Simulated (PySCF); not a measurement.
## Working out the ionisation energy of Cl

Cl [Ne] 3s2 3p5 (2P) → Cl⁺ [Ne] 3s2 3p4 (3P). Calculation: PySCF 2.14, in Sapporo-DZP-2012; scalar relativity by spin-free X2C-1e. Frozen: [Ne]. Energies in hartree (1 hartree = 27.21139 eV):

| part | Cl (lower) | Cl⁺ (upper) |
| --- | --- | --- |
| UHF | -460.685278 | -460.253025 |
| CCSD correlation | -0.137151 | -0.113559 |
| (T) | -0.001768 | -0.001415 |

Problem. What does Hartree-Fock give?

Solution. (-460.253025) − (-460.685278) = 0.432253 hartree = 11.762 eV.

Problem. What do CCSD and CCSD(T) give?

Solution. The CCSD correlation energies differ by 0.023592 hartree = 0.642 eV and the triples by 0.000353 hartree = 0.010 eV, so CCSD gives 12.404 eV and CCSD(T) 12.414 eV.

Measured between the centres of the two terms (NIST): 12.974 eV, so CCSD(T) (valence) is off by -0.560 eV.

A double-zeta basis recovers only part of the correlation energy.

What remains against the reference includes basis incompleteness, the frozen core and higher excitations.
